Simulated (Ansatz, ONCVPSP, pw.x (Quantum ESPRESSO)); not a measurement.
**nitrogen (fcc): variants of one ONCV potential in the solid**

ONCVPSP 4.0.1.1 (patched build) input, shortened (lines: element, Z, core and valence counts, functional; n l f; lmax; l rc ep ncon nbas qcut; lloc lpopt rc5 dvloc0; l nproj debl; icmod fcfact rcfact), PBEsol, scalar-relativistic:

```
  N 7.00    1    2  -116133      upf
    1    0    2.00
    2    0    1.50
    2    1    3.50
    1
    0    1.10    0.00    4    7    7.40
    1    2.25    0.00    4    8    6.10
    4    4    0.70    2.00
    0    2    2.90
    1    1    1.60
    0    0.00    0.00
```

Crystal test: fcc N in pw.x 7.5, no spin, 18³ k-points, Fermi–Dirac smearing 0.01 Ry, cutoffs set for each file from its atomic test. The reference is all-electron LAPW (Ansatz 0.2.0) with the same functional, mesh and smearing; V0 and B0 come from Birch–Murnaghan fits to the pressures at five volumes. Errors are pseudo minus all-electron; Δ is the rms difference of the E(V) curves that follow from these fits, minima aligned, over ±6 % about the mean V0. Mesh and smearing are coarse, so the numbers serve the comparison and aren't converged zero-temperature values; the lattice is a test structure that the element need not adopt. Spin polarisation is left out.

All-electron: a0 = 3.070 Å (V0 = 7.23 Å³/atom), B0 = 205.4 GPa.

Base: The largest radius (2.25 bohr) exceeds half the bond length (2.05 bohr), so the spheres overlap, which is one possible source of error among others. This is a poor potential for the solid.

| change | cutoffs (Ry) | pw.x | a0 (Å) | a0 error (%) | B0 error (%) | Δ (meV/atom) | mean pressure error (GPa) |
| --- | --- | --- | --- | --- | --- | --- | --- |
| base | 165/660 | converged | 3.098 | +0.92 | -4.6 | 8.8 | +5.76 |
| local potential polynomial inside 0.68 bohr (lpopt 4, dvloc0 2 Ha) | 165/660 | converged | 3.098 | +0.92 | -4.6 | 8.8 | +5.73 |
| p: qcut 8 | 165/660 | converged | 3.088 | +0.58 | -2.5 | 5.6 | +3.66 |
| reference 2s2 2p2.5 | 170/680 | converged | 3.082 | +0.40 | -3.2 | 3.8 | +2.43 |
| p: rc 2.38 | 165/660 | converged | 3.102 | +1.05 | -5.3 | 10.0 | +6.53 |

Question: Give the row for: s: nbas 9.

Answer: pw.x: converged; mean pressure error (GPa): +6.05; a0 (Å): 3.100; a0 error (%): +0.97; B0 error (%): -4.9; Δ (meV/atom): 9.3.
